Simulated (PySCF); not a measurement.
**MgP and its ions**

PBE0; PySCF, no relativity, basis sets Mg cc-pVDZ, P cc-pV(D+d)Z. Neutral (UKS): quartet (σ ↑, π ↑↑), Re = 2.550 Å, ωe = 304 cm⁻¹, De = 0.80 eV, HOMO -5.03 eV, LUMO -2.66 eV.

MgP⁺ (UKS): triplet (π ↑↑), Re = 2.459 Å, ωe = 353 cm⁻¹, De = 1.47 eV to Mg⁺ + P. The energies at the minima are -541.12285 hartree for MgP and -540.86881 for MgP⁺.

**Question.** Work out the adiabatic ionisation energy, without and with harmonic zero-point energies (1 hartree = 27.2114 eV, 1 eV = 8065.5 cm⁻¹), and the change of the bond length.

**Answer.** At PBE0: 0.25404 hartree = 6.913 eV between the minima; the zero-point term (353.0 − 304.0)/2 cm⁻¹ = +0.003 eV makes it 6.916 eV. Re changes by -9.1 pm against the neutral. The electron leaves a σ orbital, and the shorter bond of the ion fits an antibonding orbital, or a change in how ionic the bond is.

For an ion De counts to the pair picked by the measured ionisation energies or electron affinities, which need not be the lowest pair at this level. States were picked by a PBE0 search and need not be the measured ground states.
